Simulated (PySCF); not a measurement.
**How the method changes the constants of MgH⁺**

State: ¹Σ⁺ (singlet), closed shell. Set-up: basis Mg def2-SVP, H def2-SVP; no relativity; PySCF 2.14. De refers to Mg⁺ + H in their ground configurations, without counterpoise correction. A positive dipole points towards H; it is taken about the centre of mass and depends on that origin.

```csv
Level,Re (Å),ωe (cm⁻¹),De (eV),μ (D)
RHF,1.652,1778,0.93,-4.21
RHF-MP2,1.656,1733,1.60,n/a
RHF-SCS-MP2,1.657,1724,1.73,n/a
RHF-CCSD,1.672,1634,1.87,n/a
RHF-CCSD(T),1.672,1633,1.87,n/a
PBE,1.676,1621,1.98,-3.12
BP86,1.674,1631,2.11,-3.22
r²SCAN,1.662,1691,1.92,-3.63
TPSSh,1.662,1690,2.17,-3.61
PBE0,1.663,1684,1.88,-3.46
BHandHLYP,1.647,1740,1.93,-3.61
CAM-B3LYP,1.648,1723,2.03,-3.44
```

Question: Which functional lies closest to RHF-CCSD(T) in De, which farthest, and by how much do they differ from it?

Answer: Closest is PBE0 (-0.9 pm in Re, +3.1 % in ωe, +0.01 eV in De against RHF-CCSD(T) in the same basis), farthest TPSSh (-1.0 pm in Re, +3.5 % in ωe, +0.30 eV in De). CCSD(T) converges more slowly with the basis than the functionals do and binds too weakly in this one, so the order can change at the basis-set limit.

Question: What does the step from GGA to meta-GGA do here, going from PBE to r²SCAN?

Answer: r²SCAN less PBE: -1.4 pm in Re, +4.3 % in ωe, -0.06 eV in De. 

Question: What does second-order correlation do here, going from RHF to RHF-MP2?

Answer: RHF-MP2 less RHF: +0.4 pm in Re, -2.5 % in ωe, +0.67 eV in De. Correlation nearly always deepens the well. The bond lengthens, as in strong covalent bonds, where excitations into antibonding orbitals dominate.

Correlated steps freeze 1 core orbital. Correlated levels converge slowly with the basis: in double zeta they bind strong bonds too weakly, by up to about 1 eV, and carry superposition errors of some tenths. For an ion De counts to the pair picked by the measured ionisation energies or electron affinities, which need not be the lowest pair at this level. Where the molecule has an RHF reference, its open-shell atoms are computed with UHF.
